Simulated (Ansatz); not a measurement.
# CHN (singlet): the correlation ladder at scale of all distances = 2.383, 6-31G

Aim: climb from Hartree-Fock through coupled cluster and multireference methods for CHN (singlet) at one geometry and basis, and see what each rung misses.

Method: 6-31G, core rule «outside noble gas», up to 2 orbitals frozen; program: Ansatz 0.2.0, Gaussian basis.

To be run: UHF; CCSD(T) on RHF; CCSD(T) on UHF; BCCD(T) on RHF; CISD; CCSDT(Q) on RHF; CCSDT(Q) on UHF; CISDTQ; CASSCF and MRCISD+Q, 2 electrons in 2 orbitals; CASSCF and NEVPT2, 2 electrons in 2 orbitals; CASSCF and MRCISD+Q, 10 electrons in 9 orbitals; CASSCF and NEVPT2, 10 electrons in 9 orbitals; Full CI; Full CI in the symmetry of the determinant.

13 further runs of the same task are left out: 11 that didn't finish, 2 set aside as unsound or not needed.

**1. The system**

The geometry derives from a PBE0/def2-TZVP stationary point (not a proven minimum). All distances are scaled together.

3 atoms, charge 0, spin multiplicity 1.

Atoms are counted from 1 here; the program's logs count them from 0.

No contacts short enough for the rule that draws bonds.

Coordinates:

```
N     0.0000    0.0000    0.1322
C     0.0000    0.0000   -2.6403
H     0.0000    0.0000    2.5081
```

**2. UHF**

Input file in.yaml:

```yaml
crystal:
  periodic: [false, false, false]
  atoms:
    - {symbol: N, position_ang: [0.000000, 0.000000, 0.132240]}
    - {symbol: C, position_ang: [0.000000, 0.000000, -2.640304]}
    - {symbol: H, position_ang: [0.000000, 0.000000, 2.508065]}
basis:
  gaussian: {orbitals: 6-31G}
magnetization: {spin_polarized: true, initial_magnetization: 0}
hamiltonian: {xc: hf}
output: {orbitals: {seedname: orbitals}}
```

Run with:

```
ansatz run in.yaml --threads 1 --pin off --events-out ev --progress --plain --max-ram 2393MiB
```

After this run come: CCSD(T) on RHF; CCSD(T) on UHF; BCCD(T) on RHF; CISD; CCSDT(Q) on RHF; CCSDT(Q) on UHF; CISDTQ; CASSCF and MRCISD+Q, 2 electrons in 2 orbitals; CASSCF and NEVPT2, 2 electrons in 2 orbitals; CASSCF and MRCISD+Q, 10 electrons in 9 orbitals; CASSCF and NEVPT2, 10 electrons in 9 orbitals; Full CI; Full CI in the symmetry of the determinant.

**Question.** What will the summary of the whole plan be? Wanted: FCI below the RHF energy; UMP2 from FCI; UCCSD(T) from FCI; UCCSDT(Q) from FCI; NEVPT2 valence from FCI; MRCISD+Q valence from FCI; T1 diagnostic; effectively unpaired electrons.

The runs gave:

| quantity | value |
| --- | --- |
| FCI below the RHF energy | -11.6626 eV |
| UMP2 from FCI | +741.5 meV |
| UCCSD(T) from FCI | +76.4 meV |
| UCCSDT(Q) from FCI | +28.9 meV |
| NEVPT2 valence from FCI | +543.6 meV |
| MRCISD+Q valence from FCI | +7.7 meV |
| levels within 1 kcal/mol (43 meV) | UCCSDT, UCCSDT(Q), MRCISD+Q valence |
| T1 diagnostic | 0.029 |
| effectively unpaired electrons | 5.40 |

What this shows: UCCSD(T) misses by +76.4 meV, 0.7 % of the correlation energy. With 5.4 effectively unpaired electrons against 0 the state is strongly multireference. Coupled cluster on one determinant still stays close here. Of the multireference levels listed MRCISD+Q valence comes nearest in total energy (+7.7 meV), which doesn't show that its space is the better one. The lowest state has another symmetry than the determinant, whose own symmetry lies 0.04 eV higher, so single-reference misses include that gap. Coupled cluster took another determinant than the lowest Hartree-Fock one. These misses are within one basis, not against nature.
